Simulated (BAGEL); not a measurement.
# [BPNH6]− (SMILES N[BH2-]P): HF/6-31G(d) (density fitting with qzvpp-jkfit, spherical functions)

Aim: the vertical ionisation energy of [BPNH6]− at HF/6-31G* (density fitting with qzvpp-jkfit, spherical functions), from 2 runs. 

Program for the calculation: BAGEL 1.2.2.

1 further run of the same task is left out (it didn't finish). Runs told in other sessions of the task aren't counted.

**1. Starting point**

[BPNH6]− has 9 atoms, charge -1, and is taken as a singlet. As SMILES, `N[BH2-]P`. The shape is that of a GFN2-xTB optimisation. This is one conformer, not always the lowest.

Bond lengths: N1–B2 1.520 Å, B2–P3 2.084 Å, N1–H4 1.015 Å, N1–H5 1.015 Å, B2–H6 1.208 Å, B2–H7 1.209 Å, P3–H8 1.383 Å, P3–H9 1.380 Å. Some angles: N1–B2–P3 110.7°, N1–B2–H6 111.4°, N1–B2–H7 111.2°, P3–B2–H6 105.7°, P3–B2–H7 104.5°, B2–N1–H4 111.3°, B2–N1–H5 111.2°, B2–P3–H8 97.7°, B2–P3–H9 97.3°, H6–B2–H7 113.0°.

**2. The energy at HF/6-31G(d) (density fitting with qzvpp-jkfit, spherical functions)**

File input.json:

```json
{ "bagel": [

{
  "title": "molecule",
  "basis": "6-31gs.json",
  "df_basis": "qzvpp-jkfit",
  "angstrom": "true",
  "geometry": [
    { "atom": "N", "xyz": [       0.001820,       0.523030,      -1.451820 ] },
    { "atom": "B", "xyz": [      -0.511580,       0.449040,      -0.023200 ] },
    { "atom": "P", "xyz": [       0.881220,      -0.486430,       1.212320 ] },
    { "atom": "H", "xyz": [       0.205330,      -0.401390,      -1.818930 ] },
    { "atom": "H", "xyz": [       0.867790,       1.049380,      -1.503750 ] },
    { "atom": "H", "xyz": [      -1.514910,      -0.219340,       0.049740 ] },
    { "atom": "H", "xyz": [      -0.643560,       1.553240,       0.451670 ] },
    { "atom": "H", "xyz": [       0.664350,      -1.784930,       0.787860 ] },
    { "atom": "H", "xyz": [       0.049540,      -0.682600,       2.296090 ] }
  ]
},

{ "title": "hf", "charge": -1 },

{ "title": "print", "file": "orbitals.molden", "orbitals": "true" }

]}
```

The basis set 6-31G* is read from a file made from the Basis Set Exchange's data (not shown).

Command:

```bash
$ BAGEL_NUM_THREADS=1 BAGEL input.json > input.out
```

What it wrote:

```text
* using 1 threads per process

  ===============================================================
  ===============================================================

  *** Geometry ***

  { "atom" : "N", "xyz" : [      0.003439,      0.988383,     -2.743542 ] },
  { "atom" : "B", "xyz" : [     -0.966746,      0.848563,     -0.043842 ] },
  { "atom" : "P", "xyz" : [      1.665264,     -0.919219,      2.290953 ] },
  { "atom" : "H", "xyz" : [      0.388017,     -0.758517,     -3.437280 ] },
  { "atom" : "H", "xyz" : [      1.639885,      1.983041,     -2.841676 ] },
  { "atom" : "H", "xyz" : [     -2.862765,     -0.414493,      0.093995 ] },
  { "atom" : "H", "xyz" : [     -1.216152,      2.935198,      0.853533 ] },
  { "atom" : "H", "xyz" : [      1.255440,     -3.373029,      1.488840 ] },
  { "atom" : "H", "xyz" : [      0.093617,     -1.289927,      4.338981 ] },

  Number of auxiliary basis functions:      388

  Since a DF basis is specified, we compute 2- and 3-index integrals:
    o Being stored without compression. Storage requirement is 0.010 GB

  Number of basis functions:       58
  Number of electrons      :       33

    * METHOD: MOLECULE                             0.13

  *** RHF ***

  === Nuclear Repulsion ===
    96.8366284206

      * DIIS with orbital gradients will be used.

  === RHF iteration (6-31gs.json) ===
      0       -423.12799806          0.02712832           0.03
      1       -423.28253180          0.01415173           0.02
      2       -423.33565753          0.00208998           0.02
      3       -423.33737140          0.00044723           0.03
      4       -423.33746128          0.00010527           0.03
      5       -423.33746988          0.00002706           0.03
      6       -423.33747059          0.00000696           0.03
      7       -423.33747063          0.00000223           0.03
      8       -423.33747064          0.00000070           0.03
      9       -423.33747064          0.00000020           0.03
     10       -423.33747064          0.00000006           0.02
     11       -423.33747064          0.00000002           0.03
     12       -423.33747064          0.00000001           0.03
    * SCF iteration converged.

    * Permanent dipole moment:
           (   -0.721884,     0.552516,     0.151584) a.u.

    * METHOD: HF                                   0.43

    * METHOD: PRINT                                0.01

  ===============================================================
```

It took 0.7 s on 1 thread of Arm Neoverse V1, shared host; peak memory 0.084 GiB.

**3. Doublet neutral BPNH6**

File job.json:

```json
{ "bagel" : [

{
  "title" : "molecule",
  "basis" : "6-31gs.json",
  "df_basis" : "qzvpp-jkfit",
  "angstrom" : true,
  "geometry" : [
    { "atom" : "N", "xyz" : [       0.001820,       0.523030,      -1.451820 ] },
    { "atom" : "B", "xyz" : [      -0.511580,       0.449040,      -0.023200 ] },
    { "atom" : "P", "xyz" : [       0.881220,      -0.486430,       1.212320 ] },
    { "atom" : "H", "xyz" : [       0.205330,      -0.401390,      -1.818930 ] },
    { "atom" : "H", "xyz" : [       0.867790,       1.049380,      -1.503750 ] },
    { "atom" : "H", "xyz" : [      -1.514910,      -0.219340,       0.049740 ] },
    { "atom" : "H", "xyz" : [      -0.643560,       1.553240,       0.451670 ] },
    { "atom" : "H", "xyz" : [       0.664350,      -1.784930,       0.787860 ] },
    { "atom" : "H", "xyz" : [       0.049540,      -0.682600,       2.296090 ] }
  ]
},

{
  "title" : "uhf",
  "nopen" : 1
},

{
  "title" : "print",
  "file" : "orbitals.molden",
  "orbitals" : true
}

]}
```

The basis set 6-31G* is read from a file made from the Basis Set Exchange's data (not shown).

Command:

```bash
$ BAGEL_NUM_THREADS=1 BAGEL job.json > job.out
```

What it wrote:

```text
* using 1 threads per process

  ===============================================================
  ===============================================================

  *** Geometry ***

  { "atom" : "N", "xyz" : [      0.003439,      0.988383,     -2.743542 ] },
  { "atom" : "B", "xyz" : [     -0.966746,      0.848563,     -0.043842 ] },
  { "atom" : "P", "xyz" : [      1.665264,     -0.919219,      2.290953 ] },
  { "atom" : "H", "xyz" : [      0.388017,     -0.758517,     -3.437280 ] },
  { "atom" : "H", "xyz" : [      1.639885,      1.983041,     -2.841676 ] },
  { "atom" : "H", "xyz" : [     -2.862765,     -0.414493,      0.093995 ] },
  { "atom" : "H", "xyz" : [     -1.216152,      2.935198,      0.853533 ] },
  { "atom" : "H", "xyz" : [      1.255440,     -3.373029,      1.488840 ] },
  { "atom" : "H", "xyz" : [      0.093617,     -1.289927,      4.338981 ] },

  Number of auxiliary basis functions:      388

  Since a DF basis is specified, we compute 2- and 3-index integrals:
    o Being stored without compression. Storage requirement is 0.010 GB

  Number of basis functions:       58
  Number of electrons      :       33

    * METHOD: MOLECULE                             0.13

  *** Open-shell HF ***

  === Nuclear Repulsion ===
    96.8366284206

      * DIIS with orbital gradients will be used.

  === UHF iteration (6-31gs.json) ===
      0       -423.07928355          0.05117092           0.05
      1       -423.19839730          0.03211398           0.05
      2       -423.24098883          0.02182462           0.05
      3       -423.27096267          0.00175740           0.05
      4       -423.27242693          0.00091457           0.05
      5       -423.27286666          0.00057942           0.05
      6       -423.27326629          0.00028194           0.05
      7       -423.27337222          0.00020359           0.05
      8       -423.27342919          0.00013715           0.05
      9       -423.27347105          0.00010991           0.05
     10       -423.27349774          0.00005897           0.05
     11       -423.27350691          0.00003843           0.05
     12       -423.27351152          0.00002442           0.05
     13       -423.27351345          0.00000951           0.05
     14       -423.27351356          0.00000471           0.05
     15       -423.27351359          0.00000269           0.05
     16       -423.27351360          0.00000158           0.05
     17       -423.27351360          0.00000078           0.05
     18       -423.27351361          0.00000055           0.05
     19       -423.27351361          0.00000028           0.05
     20       -423.27351361          0.00000010           0.05
     21       -423.27351361          0.00000006           0.05
     22       -423.27351361          0.00000005           0.05
     23       -423.27351361          0.00000003           0.05
     24       -423.27351361          0.00000001           0.05
    * SCF iteration converged.

    * S^2 (UHF) is 0.7814

    * Permanent dipole moment:
           (   -0.978485,     0.825474,    -0.487066) a.u.

    * METHOD: UHF                                  1.35

    * METHOD: PRINT                                0.01

  ===============================================================
```

Wall time 1.6 s (1 thread of Arm Neoverse V1, shared host); peak memory 0.084 GiB.

**4. Outcome**

Level: HF/6-31G* (density fitting with qzvpp-jkfit, spherical functions).

```
                                                               quantity          value
                                         singlet [BPNH6]−: total energy  -423.33747 Eh
                                          singlet [BPNH6]−: HOMO energy       -2.76 eV
                                          singlet [BPNH6]−: LUMO energy        9.97 eV
singlet [BPNH6]−: HOMO–LUMO gap (to an unbound level, set by the basis)       12.74 eV
                                    doublet neutral BPNH6: total energy  -423.27351 Eh
                                   doublet neutral BPNH6: dipole moment         3.48 D
                                            doublet neutral BPNH6: ⟨S²⟩          0.781
                    vertical detachment energy (to the doublet neutral)       1.740 eV
```

In words: Removing an electron at fixed nuclei costs 1.74 eV (168 kJ/mol). −ε(HOMO) before ionisation, 2.76 eV, is 1.02 eV above this ionisation energy.
